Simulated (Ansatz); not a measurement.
# CH6NP: one species, many methods

An exercise on one series of results from a longer session: the logs are not shown, and one member is left open.

Program: Ansatz 0.2.0, Gaussian basis. Level of theory: functionals in def2-TZVPP, the program's frozen cores in correlated methods. These are calculated values, not measurements.

Levels to be run: LDA (SPW92), PBE-D4, revPBE-D4, BLYP-D4, r2SCAN-D4, B97M-V, PBE0-D4, B3LYP-D4, r2SCANh-D4, r2SCAN0-D4, HSE06-D4, BHLYP-D4, CAM-B3LYP-D4, LC-ωPBE, ωB97X-V, ωB97M-V, B2PLYP, PBE-QIDH; CCSD(T)/def2-SVP; CCSD(T)/def2-TZVPP; MP2/def2-QZVPP; extrapolation to the limit; RPA on PBE.

2 further runs of the same task are left out: 2 that didn't finish.

### Structure used throughout

The geometry comes from an earlier relaxation with PBE0-D4 in a triple-zeta def2 set; it is a stationary point, not always the lowest conformer.

SMILES `CNP`, 9 atoms, charge 0, spin multiplicity 1.

Atoms are counted from 1 here; the program's logs count them from 0.

Bond lengths: C1–N2 1.448 Å, C1–H4 1.092 Å, C1–H5 1.093 Å, C1–H6 1.099 Å, N2–P3 1.699 Å, N2–H7 1.009 Å, P3–H8 1.420 Å, P3–H9 1.434 Å. Angles: N2–C1–H4 109.0°, N2–C1–H5 110.0°, N2–C1–H6 114.1°, H4–C1–H5 107.7°, H4–C1–H6 107.7°, H5–C1–H6 108.1°, C1–N2–P3 118.1°, C1–N2–H7 113.1°, P3–N2–H7 117.4°, N2–P3–H8 98.4°, N2–P3–H9 104.2°, H8–P3–H9 92.6°.

The first run:

Contents of in.yaml:

```yaml
crystal:
  periodic: [false, false, false]
  atoms:
    - {symbol: C, position_ang: [-0.327023, 0.845904, -0.843926]}
    - {symbol: N, position_ang: [0.456945, -0.175576, -0.180590]}
    - {symbol: P, position_ang: [-0.346764, -1.255855, 0.855186]}
    - {symbol: H, position_ang: [-1.266846, 0.407089, -1.186078]}
    - {symbol: H, position_ang: [0.207356, 1.215246, -1.723149]}
    - {symbol: H, position_ang: [-0.572822, 1.706284, -0.206428]}
    - {symbol: H, position_ang: [1.369320, 0.147308, 0.103254]}
    - {symbol: H, position_ang: [0.689152, -2.215934, 0.997952]}
    - {symbol: H, position_ang: [-0.120919, -0.720666, 2.166679]}
basis:
  gaussian: {orbitals: def2-TZVPP}
hamiltonian: {xc: lda}
output: {orbitals: {seedname: orbitals}}
```

Steps of the session up to this table: LDA; PBE-D4 (GGA); revPBE-D4 (GGA); BLYP-D4 (GGA); r2SCAN-D4 (meta-GGA); B97M-V (meta-GGA); PBE0-D4 (hybrid); B3LYP-D4 (hybrid); r2SCANh-D4 (hybrid); r2SCAN0-D4 (hybrid); HSE06-D4 (hybrid); BHLYP-D4 (hybrid); CAM-B3LYP-D4 (range-separated); LC-ωPBE (range-separated); ωB97X-V (range-separated); ωB97M-V (range-separated); B2PLYP (double hybrid); PBE-QIDH (double hybrid).

One table of the session follows, with a row left open; its other results are not shown here.

It belongs to the step «Frontier levels by functional». 

```
  functional  HOMO (eV)  LUMO (eV)  gap (eV)
 LDA (SPW92)      -5.55      -0.77      4.78
      PBE-D4      -5.48      -0.58      4.90
   revPBE-D4      -5.44      -0.49      4.95
     BLYP-D4      -5.37      -0.50      4.87
   r2SCAN-D4      -5.75      -0.18      5.57
      B97M-V      -5.89      -0.38      5.51
     PBE0-D4      -6.82       0.32      7.13
    B3LYP-D4      -6.60       0.05      6.65
  r2SCANh-D4      -6.25       0.13      6.38
  r2SCAN0-D4          ?          ?         ?
    HSE06-D4      -6.41      -0.06      6.35
    BHLYP-D4      -8.05       1.13      9.18
CAM-B3LYP-D4      -8.19       1.26      9.45
     LC-ωPBE      -9.54       2.52     12.06
     ωB97X-V      -9.21       2.34     11.55
     ωB97M-V      -9.10       2.00     11.10
```

Q: Estimate the row for r2SCAN0-D4 from the others.

Worked estimate for «HOMO (eV)». Against the share of exact exchange, r2SCAN-D4 (0, -5.75), r2SCANh-D4 (0.1, -6.25) give a slope of -5.00 per unit share; at 0.25 the line stands at -7.00.

The run gave: HOMO (eV): -7.00; LUMO (eV): 0.58; gap (eV): 7.57. In «HOMO (eV)» the line misses by 0.00.
